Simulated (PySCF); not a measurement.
Geometries of 4 isomers of C4H5Cl, from PySCF 2.14.0, PBE0-D3(BJ)/def2-SVP geometry optimisation, gas phase. One conformer each, no zero-point energy, no frequencies.

Task: Which is lowest in electronic energy at this level?
A.
```xyz
10
angstrom
Cl    -0.843   -2.712    1.242
C     -0.460   -1.647   -0.146
C      0.817   -0.862   -0.055
C      0.190    0.320   -0.160
C     -1.197   -0.279   -0.182
H     -0.582   -2.260   -1.051
H      1.859   -1.177    0.028
H      0.542    1.352   -0.230
H     -1.814   -0.092   -1.077
H     -1.802   -0.098    0.719
```
B.
```xyz
10
angstrom
Cl     2.465   -0.820    0.926
C      1.425    0.113   -0.187
C     -0.002   -0.070    0.083
C     -0.988   -0.581    0.751
C     -1.374    0.329   -0.378
H      1.665   -0.201   -1.214
H      1.701    1.175   -0.096
H     -1.346   -1.213    1.559
H     -1.748    1.344   -0.165
H     -1.780   -0.093   -1.312
```
C.
```xyz
10
angstrom
C      1.599   -0.130   -0.618
C      0.407    0.006   -0.060
C     -0.612    0.858    0.561
C     -0.865   -0.615    0.287
Cl    -1.995   -1.090   -0.982
H      2.295    0.711   -0.682
H      1.914   -1.088   -1.040
H     -0.509    1.169    1.607
H     -1.130    1.578   -0.082
H     -0.917   -1.300    1.139
```
D.
```xyz
10
angstrom
Cl    -2.697    0.482    0.609
C     -1.371   -0.387   -0.238
C     -0.094   -0.347    0.557
C      1.234   -0.183   -0.128
C      0.800    0.853    0.522
H     -1.724   -1.417   -0.392
H     -1.242    0.097   -1.216
H     -0.152   -0.935    1.488
H      1.993   -0.667   -0.736
H      0.924    1.878    0.862
```

Result: A. That is `Cl[C@@H]1C=CC1`, 10.1 kcal/mol below the next.

```csv
SMILES,atoms numbered as above,E (Eh),relative (kcal/mol),relative (kJ/mol),dipole (D)
Cl[C@@H]1C=CC1,[Cl:1][C@@H:2]1[CH:3]=[CH:4][CH2:5]1,-614.98696,0.0,0.0,2.04
C=C1C[C@H]1Cl,[CH2:1]=[C:2]1[CH2:3][C@H:4]1[Cl:5],-614.97094,10.1,42.1,1.72
ClCC1=CC1,[Cl:1][CH2:2][C:3]1=[CH:4][CH2:5]1,-614.94913,23.7,99.3,1.27
ClCC1C=C1,[Cl:1][CH2:2][CH:3]1[CH:4]=[CH:5]1,-614.94789,24.5,102.6,2.33
```

As drawn, the lowest has a four-membered ring, which the highest lacks; the highest has a three-membered ring, which the lowest lacks.
